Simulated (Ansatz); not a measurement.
# PH₃ (singlet): wave-function methods side by side, aug-cc-pVTZ

Aim: climb from Hartree-Fock through coupled cluster and multireference methods for PH₃ (singlet) at one geometry and basis, and see what each rung misses.

Computed with Ansatz 0.2.0, Gaussian basis. Level: aug-cc-pVTZ, core rule «outside noble gas», up to 5 orbitals frozen.

The runs, in order: UHF; CCSD(T) on RHF; BCCD(T) on RHF; CCSDT(Q) on RHF; CASSCF and NEVPT2, 8 electrons in 7 orbitals.

2 further runs of the same task are left out: 2 set aside as unsound or not needed.

### 1 The system

The geometry is a PBE0/def2-TZVPD stationary point (not a proven minimum) of the parent state, kept for this charge and spin.

4 atoms, charge 0, spin multiplicity 1.

Atoms are counted from 1 here; the program's logs count them from 0.

Bond lengths: P1–H2 1.439 Å, P1–H3 1.439 Å, P1–H4 1.439 Å. Angles: H2–P1–H3 93.3°, H2–P1–H4 93.3°, H3–P1–H4 93.3°.

### 2 UHF

File in.yaml:

```yaml
crystal:
  periodic: [false, false, false]
  atoms:
    - {symbol: P, position_ang: [0.001751, 0.002274, -0.069394]}
    - {symbol: H, position_ang: [1.190325, -0.014566, 0.741584]}
    - {symbol: H, position_ang: [-0.630487, 1.018495, 0.729511]}
    - {symbol: H, position_ang: [-0.613631, -1.073821, 0.661360]}
basis:
  gaussian: {orbitals: aug-cc-pVTZ}
magnetization: {spin_polarized: true, initial_magnetization: 0}
hamiltonian: {xc: hf}
output: {orbitals: {seedname: orbitals}}
```

Launch:

```sh
$ ansatz run in.yaml --threads 1 --pin off --events-out ev --progress --plain --max-ram 4096MiB --backend cpu
```

The runs that follow: CCSD(T) on RHF; BCCD(T) on RHF; CCSDT(Q) on RHF; CASSCF and NEVPT2, 8 electrons in 7 orbitals.

Q: Predict the results of all the runs planned. Wanted: RCCSDT(Q) below the RHF energy; RMP2 from RCCSDT(Q); RCCSD from RCCSDT(Q); RCCSD(T) from RCCSDT(Q); NEVPT2 valence from RCCSDT(Q); T1 diagnostic; effectively unpaired electrons.

The runs gave:

| quantity | value |
| --- | --- |
| RCCSDT(Q) below the RHF energy | -5.7226 eV |
| RMP2 from RCCSDT(Q) | +22.95 kcal/mol |
| RCCSD from RCCSDT(Q) | +5.28 kcal/mol |
| RCCSD(T) from RCCSDT(Q) | +0.74 kcal/mol |
| NEVPT2 valence from RCCSDT(Q) | +24.91 kcal/mol |
| levels within 1 kcal/mol (43 meV) | RCCSD(T), BCCD(T), RCCSDT |
| T1 diagnostic | 0.014 |
| effectively unpaired electrons | 0.02 |

RCCSD(T) lands +0.74 kcal/mol from the yardstick (0.6 % of the correlation energy). One determinant dominates. These misses are within one basis, not against nature.
